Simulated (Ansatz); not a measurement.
For hcp Cu (model structure), LDA (plane waves, PAW; Ansatz, a program for electronic structure) gives:

* **equilibrium lattice constant a**: 2.483 Å
* **c axis length**: 4.081 Å

Problem. What does r²SCAN (plane waves, PAW; Ansatz) give for the same quantities?

Solution. 
- lattice constant a: 2.525 Å (increases by 1.7 %)
- lattice parameter c: 4.147 Å (increases by 1.6 %)

Changes are worked out from the printed values.

Unless a cell is named, each level is at its own relaxed cell (LDA 10.90, r²SCAN 11.45 Å³/atom).

Ansatz's density-functional and Hartree–Fock values are scalar-relativistic unless marked +SOC, with PAW data made under PBE.

A model structure was made by putting elements into a prototype or built by hand; it is no filed structure, need not be a known phase, and can be a saddle point held by its symmetry.
